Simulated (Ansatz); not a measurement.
# doublet SiHF+: levels of theory compared

We compute a comparison of 6 runs (UHF/STO-3G, UB2PLYP/STO-3G, UBLYP/STO-3G, UMP2/STO-3G, UBCCD(T)/STO-3G, UCCSD(T)/STO-3G) of doublet SiHF+. 

The calculation is run with Ansatz 0.2.0.

61 further runs of the same task are left out: 7 that didn't finish, 54 set aside as unsound or not needed.

## 1. Starting point

The species is SiHF+ (3 atoms), meant as a doublet with charge +1. As SMILES of the parent species, `F[SiH]`. The coordinates come from a PBE0-D4/def2-TZVP relaxation. That shape belongs to the parent species and isn't relaxed for this state.

Bond lengths: F1–Si2 1.612 Å, Si2–H3 1.541 Å. Angles: F1–Si2–H3 96.3°.

## 2. The energy at UHF/STO-3G (run 1)

molecule.yaml reads:

```yaml
crystal:
  periodic: [false, false, false]
  atoms:
    - {symbol: F, position_ang: [-1.090200, 0.024400, -0.602300]}
    - {symbol: Si, position_ang: [0.186800, 0.629400, 0.173800]}
    - {symbol: H, position_ang: [0.892400, -0.718600, 0.415300]}
basis:
  gaussian: {orbitals: STO-3G}
total_charge: 1
magnetization: {spin_polarized: true, initial_magnetization: 1}
hamiltonian: {xc: hf}
accuracy: high
```

The run is started by

```bash
$ ansatz run molecule.yaml --threads 1 --pin off --max-ram 2610MiB --events-out events.jsonl --progress --plain --runs-dir runs
```

The program printed:

```text
Warning: RAYON_NUM_THREADS=1 ignored (pool sized by the plan → 1); use --threads N
Functional definition: HF
  name "HF"
  exchange = exact_x
  correlation = 0
245 factors; integrals over basis functions are off by at most 3.3e-8 eV
mean field evaluation 1: about -10442.6139 eV, gradient 2.1e1 eV
mean field evaluation 2: about -10442.6458 eV, gradient 2.1e1 eV
mean field evaluation 4: about -10447.6552 eV, gradient 2.2e0 eV
mean field evaluation 8: about -10447.7755 eV, gradient 4.8e-3 eV
mean field evaluation 16: about -10445.0463 eV, gradient 2.3e0 eV
mean field evaluation 32: about -10444.1665 eV, gradient 3.6e0 eV
mean field -10447.77068420 eV, -383.9484908909 hartree, gradient 2.7e-8 eV, S^2 0.772556; 0 other end points of the search recorded, 0 dependent functions left out
reference -10447.77068420 eV, -383.9484908909 hartree; 12, 11 occupied and 3, 4 virtual orbitals, 245 factors
Total energy: -10447.77068420 eV, -383.9484908909 hartree
```

Wall time 0.08 s (1 thread of AMD EPYC 9R14 (Zen 4), shared host).

## 3. A single-point energy at UB2PLYP/STO-3G (run 2)

job.yaml reads:

```yaml
crystal:
  periodic: [false, false, false]
  atoms:
    - symbol: F
      position_ang: [-1.090200, 0.024400, -0.602300]
    - symbol: Si
      position_ang: [0.186800, 0.629400, 0.173800]
    - symbol: H
      position_ang: [0.892400, -0.718600, 0.415300]
basis:
  gaussian:
    orbitals: STO-3G
total_charge: 1
magnetization:
  spin_polarized: true
  initial_magnetization: 1
hamiltonian:
  xc: {name: B2PLYP}
correlation:
  frozen_orbitals: {F: 1, H: 0, Si: 5}
accuracy: high
```

The run is started by

```bash
$ ansatz run job.yaml --threads 1 --pin off --max-ram 2610MiB --events-out events.jsonl --progress --plain --runs-dir runs
```

The program printed, cut to the lines that bear on the results:

```text
Warning: RAYON_NUM_THREADS=1 ignored (pool sized by the plan → 1); use --threads N
Functional definition: B2PLYP
  name "B2PLYP"
[...]
245 factors; integrals over basis functions are off by at most 3.3e-8 eV
[...]
mean field -10464.44605563 eV, -384.5612994880 hartree, gradient 9.1e-8 eV, S^2 0.762282; 2 other end points of the search recorded, 0 dependent functions left out
6 core orbitals not correlated: weight in the atoms' cores, before any rotation towards them, 1.000 or more for the frozen orbitals, at most 0.000 for the correlated occupied ones
reference -10464.44606908 eV, -384.5612999825 hartree; 6, 5 occupied and 3, 4 virtual orbitals, 245 factors
second order -2.89756285 eV of doubles, -0.00000000 eV of singles
Total energy: -10465.22841105 eV, -384.5900505196 hartree
```

Wall time 0.84 s (1 thread of AMD EPYC 9R14 (Zen 4), shared host); peak memory 0.15 GiB.

Runs 3 to 5 aren't shown in full; the table further down has their settings and results.

## 4. A single-point energy at UCCSD(T)/STO-3G (run 6)

job.yaml reads:

```yaml
crystal:
  periodic: [false, false, false]
  atoms:
    - symbol: F
      position_ang: [-1.090200, 0.024400, -0.602300]
    - symbol: Si
      position_ang: [0.186800, 0.629400, 0.173800]
    - symbol: H
      position_ang: [0.892400, -0.718600, 0.415300]
basis:
  gaussian: {orbitals: STO-3G}
scf: {omitted_lower_state_checks: [cluster_reference, increment]}
accuracy: high
magnetization: {spin_polarized: true, initial_magnetization: 1}
total_charge: 1
correlation: {method: ccsd_t, frozen_orbitals: {F: 1, H: 0, Si: 5}}
```

The run is started by

```bash
$ ansatz run job.yaml --threads 1 --pin off --max-ram 2610MiB --events-out events.jsonl --progress --plain --runs-dir runs
```

The program printed:

```text
Warning: RAYON_NUM_THREADS=1 ignored (pool sized by the plan → 1); use --threads N
[... 14 lines left out ...]
6 core orbitals not correlated: weight in the atoms' cores, before any rotation towards them, 1.000 or more for the frozen orbitals, at most 0.000 for the correlated occupied ones
[... 32 lines left out ...]
Total energy: -10450.20097806 eV, -384.0378025431 hartree
Checks for a lower state left out: cluster_reference, increment
```

Run time: 0.26 s. Hardware: 1 thread of AMD EPYC 9R14 (Zen 4), shared host.

## 5. The series

| run | level | frozen core orbitals | energy (Eh) | ⟨S²⟩ | wall time |
| --- | --- | --- | --- | --- | --- |
| 1 | UHF/STO-3G | – | -383.948491 | 0.773 | 0.08 s |
| 2 | UB2PLYP/STO-3G | 6 | -384.590051 | 0.762 | 0.84 s |
| 3 | UBLYP/STO-3G | – | -384.778871 | 0.753 | 0.62 s |
| 4 | UMP2/STO-3G | 6 | -384.009838 | 0.773 | 0.14 s |
| 5 | UBCCD(T)/STO-3G | 6 | -384.037591 | 0.773 | 0.36 s |
| 6 | UCCSD(T)/STO-3G | 6 | -384.037803 | 0.773 | 0.26 s |

## 6. Summary of results

| quantity | value |
| --- | --- |
| run 6: total energy | -384.03780 Eh |
| run 6: correlation energy (6 core orbitals frozen) | -89.3 mEh |
| run 6: (T) correction | -10.08 mEh |
| run 6: ⟨S²⟩ of the reference determinant | 0.773 |
| run 6: T1 diagnostic | 0.040 |

In words: Below the UHF energy at the same shape and in the same basis (STO-3G): UMP2 -61.3 mEh; UBCCD(T) -89.1 mEh; UCCSD(T) -89.3 mEh. Totals of different functionals can't be ranked against each other. In runs 1, 2, 3, 4, 5, 6 the basis is minimal, so the values are rough. All runs together took 2.3 s, the longest 0.84 s.
